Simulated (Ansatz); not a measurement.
Relaxation of CH3MgO (6 atoms, charge 0, multiplicity 2), to a largest force component of 0.015 eV/Å in at most 40 steps.

The calculation used UKS LDA/def2-SVP (Ansatz 0.2.0).

```xyz
6
Properties=species:S:1:pos:R:3:forces:R:3
O -0.528 -0.930 -0.375 0.66 -0.23 -0.24
C 0.517 -0.179 -0.855 -0.99 -0.08 -0.20
Mg 0.768 -1.176 -2.670 -0.05 -0.31 0.55
H -1.212 -0.333 -0.024 -0.27 0.02 0.23
H 0.216 0.865 -0.690 0.57 0.85 0.17
H 0.128 -2.756 -2.671 0.08 -0.25 -0.50
```

Question: Where does it end, and by what steps?

Answer: The forces met the threshold. After 9 steps the energy has fallen by 0.843 eV; H6 moved furthest, 1.21 Å.

```json
{"step": "0", "energy less start (eV)": "0.0000", "largest force component (eV/Å)": "0.989", "accepted": "yes"}
{"step": "1", "energy less start (eV)": "-0.2775", "largest force component (eV/Å)": "0.583", "accepted": "yes"}
{"step": "2", "energy less start (eV)": "-0.4579", "largest force component (eV/Å)": "0.365", "accepted": "yes"}
{"step": "3", "energy less start (eV)": "-0.6105", "largest force component (eV/Å)": "0.364", "accepted": "yes"}
{"step": "4", "energy less start (eV)": "-0.7020", "largest force component (eV/Å)": "0.218", "accepted": "yes"}
{"step": "5", "energy less start (eV)": "-0.7725", "largest force component (eV/Å)": "0.420", "accepted": "yes"}
{"step": "6", "energy less start (eV)": "-0.8285", "largest force component (eV/Å)": "0.247", "accepted": "yes"}
{"step": "7", "energy less start (eV)": "-0.8409", "largest force component (eV/Å)": "0.170", "accepted": "yes"}
{"step": "8", "energy less start (eV)": "-0.8419", "largest force component (eV/Å)": "0.154", "accepted": "yes"}
{"step": "9", "energy less start (eV)": "-0.8428", "largest force component (eV/Å)": "0.014", "accepted": "yes"}
```

```xyz
6
Properties=species:S:1:pos:R:3
O -0.926 -0.571 -0.031
C 0.015 -0.301 -0.970
Mg 0.478 -1.701 -2.398
H -1.039 0.185 0.579
H 0.466 0.715 -0.862
H 0.895 -2.835 -3.603
```

Whether the end is a true minimum wasn't checked by a vibrational analysis.

The run took 14 s on 1 thread of Intel(R) Xeon(R) Processor @ 2.70GHz, with other jobs on the host, peak memory 0.15 GiB.
